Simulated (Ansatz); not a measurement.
# [OH···H···S], triplet in cc-pVDZ: errors against UCCSDT(Q)

Geometry: a point of a hydrogen-transfer path between rigid fragments, not a stationary point.

```xyz
4

O    -1.0524   -0.2316    0.0000
H    -1.3017    0.6949    0.0000
H     0.3906   -0.2316    0.0000
S     1.9636   -0.2316    0.0000
```

Basis cc-pVDZ; Ansatz 0.2.0. Correlated methods freeze the noble-gas cores, which leaves 14 electrons in 36 orbitals. Prefix R: restricted or restricted open-shell reference; prefix U: unrestricted. Active spaces: pair = (4e, 4o) about the gap; valence = (14e, 10o) chosen from the atoms' valence shells.

Full CI isn't at hand for all of this; UCCSDT(Q) serves as the reference, and is uncertain by about the last step of the cluster series. The frozen core follows each run's orbitals, which can shift R against U totals by a few meV.

```
UHF ⟨S²⟩                          : 2.071
T1 diagnostic (RCCSD)             : 0.0460
largest doubles amplitude (RCCSD) : 0.081
T1 diagnostic (UCCSD)             : 0.0271
```

Task: From what is known of these methods and the diagnostics, rank them by the size of their error in total energy against UCCSDT(Q) in cc-pVDZ, smallest first (an estimate: the text doesn't fix the numbers).
A. MRCISD (valence space)
B. MRCISD (pair space)
C. RCCSDT(Q)
D. UCCSDT
E. UHF

Result: C (0.01 mEh), D (0.71 mEh), A (23.16 mEh), B (30.46 mEh), E (323.10 mEh).

All errors are against UCCSDT(Q) in cc-pVDZ. Within each family the higher level lies nearer, as is usual though not guaranteed.

Natural occupations of CASSCF (valence space) about the gap: 1.996 1.976 1.942 1.003 1.001 0.061 0.024; effectively unpaired electrons, Σ n²(2−n)², 2.03.
